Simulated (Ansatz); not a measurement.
**HBN, doublet in 6-31G: errors against full CI**

Geometry: a PBE0/def2-TZVP stationary point for this spin, not checked as a minimum.

```xyz
3

B     0.0000    0.0000    0.0439
N     0.0000    0.0000   -1.2617
H     0.0000    0.0000    1.2178
```

Basis 6-31G; Ansatz 0.2.0. Correlated methods freeze the noble-gas cores, which leaves 9 electrons in 18 orbitals. Prefix R: restricted or restricted open-shell reference; prefix U: unrestricted. Active spaces: valence = (9e, 9o) chosen from the atoms' valence shells; pair = (3e, 3o) about the gap.

Full CI is exact within this basis and frozen core; it isn't the basis-set limit. The frozen core follows each run's orbitals, which can shift R against U totals by a few meV.

For open shells CISD and CISDTQ are restricted-active-space CI with the open shells as a complete middle space.

```
UHF ⟨S²⟩                          : 0.814
T1 diagnostic (RCCSD)             : 0.0230
largest doubles amplitude (RCCSD) : 0.119
T1 diagnostic (UCCSD)             : 0.0355
```

```tsv
level	E − E(full CI) (kJ/mol)	share of correlation (%)	wall time
RHF	423.8	0.00	–
UHF	418.9	1.16	–
RMP2	59.3	86.02	–
UMP2	68.9	83.75	–
CISD	37.6	91.13	0.6 s
RCCSD	16.0	96.23	–
UCCSD	15.5	96.34	–
RCCSD(T)	3.5	99.17	0.88 s
UCCSD(T)	3.8	99.11	0.84 s
BCCD(T)	3.9	99.07	0.75 s
RCCSDT	1.3	99.68	–
UCCSDT	1.3	99.70	–
CISDTQ	1.6	99.62	7 s
RCCSDT(Q)	0.1	99.98	3.3 s
UCCSDT(Q)	-0.1	100.02	4 s
RCCSDTQ	0.1	99.98	37 s
CASSCF (pair space)	348.4	17.80	–
NEVPT2 (pair space)	57.8	86.37	0.3 s
MRCISD (pair space)	28.0	93.39	–
MRCISD+Q (pair space)	6.8	98.40	0.42 s
CASSCF (valence space)	136.1	67.88	–
NEVPT2 (valence space)	34.8	91.78	3.6 s
MRCISD (valence space)	4.3	98.99	–
MRCISD+Q (valence space)	1.2	99.71	6 s
```

The correlation energy at full CI, counted from RHF, is -4.393 eV. That run took 87 s on 1 thread of Intel Xeon, shared host over 6,554,240 determinants.

Times hold each run's SCF and search for its determinant on a shared host, so for small cases they say little of a method's own cost; they ran on 1 thread of Intel Xeon. Some runs computed forces too.

The full-CI state has the irrep B2 of C2v, in the program's axes (one component, if the state is degenerate).

Natural occupations of full CI about the gap: 1.979 1.968 1.965 1.918 0.980 0.077 0.032 0.032 0.014 0.013; effectively unpaired electrons, Σ n²(2−n)², 1.07.
